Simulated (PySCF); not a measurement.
# How the method moves the gas-phase deprotonation enthalpies of ethylene

Structure: `C=C` (C2H4). Non-hydrogen atoms are numbered in `[CH2:1]=[CH2:2]`.

All levels share the PBE0-D3(BJ)/ma-def2-SVP structures and the PBE0-D3(BJ)/ma-def2-SVP thermal terms; only the single-point energies (PySCF) change. Values are gas-phase deprotonation enthalpies (298 K, kJ/mol).

```jsonl
{"level": "MP2/ma-def2-TZVP", "C1": "1703", "abs. error": "7.4", "time": "2.5 s"}
{"level": "CCSD(T)/ma-def2-TZVP", "C1": "1709", "abs. error": "1.5", "time": "22 s"}
{"level": "ωB97X-D3(BJ)/ma-def2-TZVP", "C1": "1718", "abs. error": "6.9", "time": "–"}
{"level": "HF/ma-def2-TZVP", "C1": "1732", "abs. error": "21.8", "time": "0.74 s"}
{"level": "ATcT 1.112", "C1": "1711", "abs. error": "", "time": ""}
```

Times are wall times for all single points of a level on 1 thread of Intel Xeon Platinum 8259CL @ 2.50GHz, a shared host; the dash marks the run that also made the structures.

Hartree-Fock leaves out electron correlation, so its deprotonation energies can be off by tens of kJ/mol.

The spread: 29 kJ/mol, from 1703 to 1732.
